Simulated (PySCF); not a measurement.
Compound: N-methylformamide, C2H5NO.
Cartesian coordinates in Å at the PBE0-D3(BJ)/def2-SVP level; atoms count from 1:
```xyz
9
C2H5NO angstrom
C     -1.1050   -0.1167    0.0814
N      0.2772   -0.4678   -0.1127
C      1.2811    0.4405   -0.0350
O      1.1452    1.6180    0.2029
H     -1.1442    0.9596    0.2953
H     -1.5475   -0.6616    0.9307
H     -1.7083   -0.3188   -0.8185
H      0.5226   -1.4255   -0.3254
H      2.2790   -0.0277   -0.2187
```

Method used: PySCF 2.14.0, density-fitted response routines, TDDFT wB97X-D/def2-SVPD, vertical, gas phase, core orbitals frozen in the response.

Transition dipole moments from the ground state, in atomic units and in the frame of the coordinates above (overall signs are arbitrary), for the states with f of 0.002 or more among the lowest 9:

```tsv
state	E (eV)	μx	μy	μz
S3	7.362	-0.664	-0.358	-0.006
S4	7.798	0.414	0.935	0.141
S5	8.160	0.034	-0.072	0.343
S6	8.487	0.494	-0.259	-0.100
S7	8.834	0.008	-0.031	0.142
S8	8.992	-0.283	-0.217	-0.018
S9	9.417	0.011	-0.031	0.159
```

Question: Work out the oscillator strengths.

Answer: f = (2/3) ΔE |μ|² with ΔE in hartree (27.2114 eV).

```tsv
state	|μ|² (au)	|μ| (D)	f
S3	0.570	1.92	0.103
S4	1.066	2.62	0.204
S5	0.124	0.90	0.025
S6	0.320	1.44	0.067
S7	0.021	0.37	0.005
S8	0.127	0.91	0.028
S9	0.026	0.41	0.006
```

Question: Label these states by symmetry in Cs.

Answer: The ground state is totally symmetric, so the direction of μ fixes the label. Polarised normal to the mirror plane, so A″: S5, S7 and S9. Polarised in the mirror plane, so A′: S3, S4, S6 and S8.

Question: Which bond between heavy atoms lies closest to the direction of the S4 transition dipole?

Answer: N2–C3, at 24° from it; next C3–O4 at 30°.

Question: What angle do the transition dipoles of S5 and S6 make?

Answer: |cos θ| = |μa·μb| / (|μa| |μb|) = 0.01, so θ ≈ 90° (taken between 0 and 90°, since the signs are arbitrary).

Question: How is the summed strength of these states shared among x, y and z?

Answer: (2/3) Σ ΔE μα² gives 0.181 for x, 0.216 for y and 0.040 for z, 0.437 in all.

Question: What peak molar absorption coefficient would the strongest computed level give as a lone Gaussian band 0.5 eV wide at half height?

Answer: ε(max) = 2.175×10⁸ f / FWHM, with the width in cm⁻¹. S4: 2.175×10⁸ × 0.2037 / 4033 ≈ 11000 L mol⁻¹ cm⁻¹.

All these states lie below the vertical ionisation energy of 9.99 eV (ΔSCF).

On Arm Neoverse V1, one thread, shared host, this took 33 s wall.

One conformer stands for the species.
